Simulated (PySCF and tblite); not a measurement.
Values are calculated unless marked as measured or tabulated.
## C₄H₈O, numbered as in [CH3:1][CH2:2][CH2:3][CH:4]=[O:5]: conformational analysis

Conformers came from 90 starts (ETKDG and KDG, MMFF94s, GFN2-xTB); geometries are PBE0-D3(BJ)/def2-SVP. Free energies are PBE0-D3(BJ)/def2-TZVP (IEF-PCM, chloroform) single points with GFN2-xTB rigid-rotor and vibrational terms (modes under about 100 cm⁻¹ blended into free rotors). Symmetry numbers and mirror images are counted. Conformers within 3 kcal/mol (GFN2-xTB free energy) were kept, 8 at most. GIAO shieldings: wB97X-D/pcSseg-1 (IEF-PCM, chloroform). Couplings: B3LYP/pcJ-1 (gas phase; spin-dipole term only for pairs with B, N, F, Si or P). Couplings are for ¹³C, ¹H, ¹⁷O; a prime marks the second kind of pair between the same two sets of atoms. Shifts are against TMS (¹H), TMS (¹³C) at the same level. Codes: tblite and PySCF.

Torsions listed: C1–C2–C3–C4, C2–C3–C4–O5. Of a mirror pair one member is shown.

| conformer | shape | symmetry | E(GFN2) kcal/mol | E(DFT) kcal/mol | G(298.15 K) kcal/mol | weight % | dipole D |
| --- | --- | --- | --- | --- | --- | --- | --- |
| 1 | 180°, 0° | Cs | 0.17 | 0.00 | 0.00 | 35.8 | 3.25 |
| 2 | 71°, 4° | C1 (pair) | 0.47 | 0.40 | 0.12 | 29.0 | 3.26 |
| 3 | 177°, 131° | C1 (pair) | 0.26 | 0.81 | 0.46 | 16.4 | 3.55 |
| 4 | -66°, 134° | C1 (pair) | 0.00 | 0.72 | 0.47 | 16.1 | 3.56 |
| 5 | 67°, 124° | C1 (pair) | 1.08 | 1.86 | 1.51 | 2.8 | 3.59 |

Weights (%) against temperature:

| T (K) | 1 | 2 | 3 | 4 | 5 | S(mix) cal/mol/K |
| --- | --- | --- | --- | --- | --- | --- |
| 250 | 40.9 | 28.8 | 14.4 | 14.2 | 1.7 | 3.50 |
| 273.15 | 38.2 | 28.9 | 15.4 | 15.2 | 2.2 | 3.60 |
| 298.15 | 35.8 | 29.0 | 16.4 | 16.1 | 2.8 | 3.70 |
| 323.15 | 33.8 | 29.0 | 17.1 | 16.8 | 3.3 | 3.77 |
| 373.15 | 30.6 | 28.8 | 18.2 | 17.9 | 4.4 | 3.89 |

Averaged shifts at 298.15 K. ¹H: 9.75 (H4, 1H), 2.32 (H3, 2H), 1.46 (H2, 2H), 0.99 (H1, 3H) ppm. ¹³C: 212.9 (C4), 49.8 (C3), 17.9 (C2), 15.5 (C1) ppm.

Averaged couplings (Hz): ¹J(C1,C2) 37.2, ¹J(C1,H1) 132.3, ²J(C1,H2) -3.5, ³J(C1,H3) 4.7, ¹J(C2,C3) 37.5, ³J(C2,O5) -1.2, ²J(H1,C2) -3.5, ¹J(C2,H2) 132.8, ²J(C2,H3) -3.2, ³J(C2,H4) 2.9, ¹J(C3,C4) 41.6, ²J(C3,O5) 0.5, ³J(H1,C3) 5.8, ²J(H2,C3) -3.7, ¹J(C3,H3) 129.7, ²J(C3,H4) 27.6, ¹J(C4,O5) 34.1, ³J(H2,C4) 5.0, ²J(H3,C4) -5.8, ¹J(C4,H4) 171.8, ³J(H3,O5) -2.1, ²J(H4,O5) -4.1, ²J(H1,H1) -14.1, ³J(H1,H2) 8.4, ²J(H2,H2) -15.7, ³J(H2,H3) 9.2, ³J(H2,H3′) 7.0, ²J(H3,H3) -20.8, ³J(H3,H4) 1.5.

Coordinates of conformer 1 (Å):

```xyz
13

C    -1.796    0.149   -0.050
C    -0.340    0.559   -0.194
C     0.630   -0.547    0.177
C     2.078   -0.172    0.055
O     2.478    0.904   -0.302
H    -2.473    0.972   -0.323
H    -2.032   -0.145    0.986
H    -2.040   -0.709   -0.698
H    -0.132    0.881   -1.228
H    -0.127    1.441    0.431
H     0.473   -0.898    1.216
H     0.475   -1.453   -0.441
H     2.800   -0.986    0.330
```

Coordinates of conformer 2 (Å):

```xyz
13

C    -1.534   -0.182    0.321
C    -0.499    0.504   -0.560
C     0.896    0.525    0.044
C     1.587   -0.809    0.089
O     1.146   -1.831   -0.366
H    -1.268   -1.236    0.491
H    -2.530   -0.160   -0.147
H    -1.617    0.313    1.302
H    -0.451   -0.006   -1.536
H    -0.812    1.541   -0.764
H     1.573    1.197   -0.518
H     0.896    0.934    1.072
H     2.597   -0.795    0.581
```

Thermal terms of a conformer that GFN2-xTB lacks, or places elsewhere, come from the nearest GFN2-xTB minimum; such a conformer stays in the set even outside the window. Shifts are unscaled: against experiment ¹³C can be off by 15 ppm or more and ¹H by 0.8 ppm.

Search and properties took 3.1 min on 1 thread of Arm Neoverse V2, on a host shared with other jobs (rough), launched as `OMP_NUM_THREADS=1 python ens_run.py task.json out`.
